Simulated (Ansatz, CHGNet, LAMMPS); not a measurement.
**How well does each level of theory give the surface energy (computed: mean of the (100), (110) and (111) faces) of fcc Ca?**

Reference value: 0.5 J/m² (measured, temperature not stated, estimated from liquid surface tension; average face; as tabulated in Galanakis et al. (2002), arXiv:cond-mat/0110236).

Question: Put these levels in order of the surface energy (computed: mean of the (100), (110) and (111) faces) that they give for fcc Ca, smallest first: CHGNet-r²SCAN, Lennard-Jones jacobson2022 (LAMMPS), r²SCAN (Ansatz, an electronic-structure program).

Answer: CHGNet-r²SCAN (0.34 J/m²), r²SCAN (0.53 J/m²), Lennard-Jones jacobson2022 (0.78 J/m²)

Differences against the reference: Lennard-Jones jacobson2022 +56 %, CHGNet-r²SCAN -32 %, r²SCAN +6.0 %.

Computed faces are unreconstructed. Each level is taken at its own relaxed cell. Ansatz's density-functional and Hartree–Fock values are scalar-relativistic unless marked +SOC, with PAW data made under PBE.

Empirical potentials (Lennard-Jones jacobson2022) are fitted to chosen data: where that held the value shown, agreement is built in, and what lay outside the fit can be far off. Machine-learned potentials (CHGNet-r²SCAN) are trained on DFT data: a solid inside that data is no test of them.

Differences are worked out from the printed values.
